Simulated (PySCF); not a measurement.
**Magnetic susceptibility: `InChI=1S/C3H3N3/c1-4-2-6-3-5-1/h1-3H`**

Molfile (atoms numbered from 1):
```
C3H3N3
     RDKit          3D

  9  9  0  0  0  0  0  0  0  0999 V2000
    1.1540   -0.5861   -0.2039 C   0  0  0  0  0  0  0  0  0  0  0  0
    0.0944   -1.3887   -0.1777 N   0  0  0  0  0  0  0  0  0  0  0  0
   -1.0682   -0.7727   -0.3680 C   0  0  0  0  0  0  0  0  0  0  0  0
   -1.2269    0.5313   -0.5720 N   0  0  0  0  0  0  0  0  0  0  0  0
   -0.0959    1.2301   -0.5774 C   0  0  0  0  0  0  0  0  0  0  0  0
    1.1223    0.7285   -0.3993 N   0  0  0  0  0  0  0  0  0  0  0  0
    2.1377   -1.0475   -0.0509 H   0  0  0  0  0  0  0  0  0  0  0  0
   -1.9732   -1.3930   -0.3558 H   0  0  0  0  0  0  0  0  0  0  0  0
   -0.1746    2.3120   -0.7423 H   0  0  0  0  0  0  0  0  0  0  0  0
  1  2  2  0
  2  3  1  0
  3  4  2  0
  4  5  1  0
  5  6  2  0
  6  1  1  0
  1  7  1  0
  3  8  1  0
  5  9  1  0
M  END
```

Level of theory: GIAO B97-2/aug-pcSseg-1 magnetisability, rotational g tensor and spin-rotation constants, non-relativistic, gas phase in PySCF 2.14.0. Geometry: PBE0-D3(BJ)/def2-SVP.

Q: How diamagnetic is it, and how anisotropic?

A: Isotropic -639 × 10⁻³⁰ J/T², or -38.5 × 10⁻⁶ cm³/mol; principal values -1203, -357, -357 × 10⁻³⁰ J/T², anisotropy 846 × 10⁻³⁰ J/T² (root of half the summed squared differences of the principal values). The susceptibility is in cgs units.

Q: Split it along the inertial axes a, b, c into diamagnetic and paramagnetic parts about the centre of mass, with the quadrupole moment.

A: 
```
axis  χ (10⁻⁶ cm³/mol)  diamagnetic (10⁻⁶ cm³/mol)  paramagnetic (10⁻⁶ cm³/mol)  summed x² of all electrons (Å²)  quadrupole Θ (D Å)
   a             -21.5                      -244.0                        222.5                             50.4               -0.32
   b             -21.5                      -244.0                        222.5                             50.4               -0.32
   c             -72.5                      -427.4                        355.0                              7.1               +0.64
```
Anisotropies 2χaa − χbb − χcc = +50.9 and 2χbb − χaa − χcc = +50.9 × 10⁻⁶ cm³/mol. Θ is traceless in Buckingham's convention.

Q: And the rotational g tensor?

A: 
```tsv
axis	rotational constant (GHz)	g	nuclear part	electronic part
a	6.5004	-0.1208	0.5586	-0.6794
b	6.5000	-0.1207	0.5585	-0.6793
c	3.2501	+0.0165	0.5586	-0.5420
```
Oblate top; isotopes 12C, 1H, 14N; no vibrational averaging.
